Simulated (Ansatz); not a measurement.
# Isomers

Structures of AlBH4S, closed shell, relaxed at PBE0-D4/def2-TZVP (vibrations not checked; lower isomers may exist, and structures with a doubtful reference or unclear bonds are left out). Program: Ansatz 0.2.0. Basis: def2-TZVPP. Cores are frozen in the correlated methods. B3LYP uses VWN-RPA correlation.

Q: Rank them by CCSD(T) energy, lowest first, and give each one's height above the lowest. Links in brackets join atoms within 1.22 times the sum of their covalent radii (1.1 for two metals). (Judge from chemistry; the value comes from the calculation.)
A.
AlBH₄S ([H]1[BH2]2[S][AlH]12)
```
7
angstrom
B -1.3214 0.2106 -0.7403
S 0.2604 1.3989 -0.4597
Al 0.5182 -0.4853 0.3493
H -1.0392 -0.9800 -0.1751
H -2.2785 0.5562 -0.1087
H 1.3104 -1.5934 1.1155
H -1.4720 -0.0973 -1.8878
```
B.
AlBH₄S ([BH]1[AlH][SH2]1)
```
7
angstrom
B -0.1164 0.0776 -0.6500
Al 0.0069 0.8562 1.1158
S 1.0464 -1.1360 0.0321
H 0.7124 -2.4718 -0.0804
H -0.5453 0.0677 -1.7564
H 0.3008 1.2605 2.6150
H 2.2122 -1.3676 -0.6721
```
C.
AlBH₄S ([BH2][AlH][SH])
```
7
angstrom
B -1.1827 -0.2926 -0.6110
Al 0.5036 -0.0992 0.6569
S 2.3798 -1.0286 0.0042
H -1.4407 0.5062 -1.4670
H -1.9556 -1.2048 -0.5215
H 0.5295 0.6656 2.0494
H 3.0632 -0.6322 1.0910
```
D.
AlBH₄S ([BH2][S][AlH2])
```
7
angstrom
B -1.4489 0.2793 -0.4578
S -0.0471 1.3421 -0.1438
Al 1.4379 -0.1778 0.4445
H -1.3775 -0.9046 -0.3215
H -2.4612 0.8039 -0.8094
H 1.0195 -1.6988 0.4675
H 2.8773 0.3558 0.8205
```

A: The calculation gives: D (0.000 eV), A (0.184 eV), C (1.143 eV), B (3.978 eV). Heights count from the lowest.

Q: Do PBE-D4, r2SCAN-D4, PBE0-D4, B3LYP-D4, wB97M-V, HF, MP2 give the same order? (Judge from chemistry; the calculation decides.)

A: The calculation gives: Lowest first: PBE-D4 A < D < C < B. The others agree with CCSD(T).

T1 diagnostic: at most 0.014.

For scale, one of the runs: CCSD(T)/def2-TZVPP, 171 basis functions, launched by `ansatz run in.yaml --threads 2 --pin off --events-out ev --progress --plain --max-ram 4352MiB`. The run took 21 s on 2 CPU threads of an Arm Neoverse V2 (shared host), with 1.3 GiB of host memory at its peak.
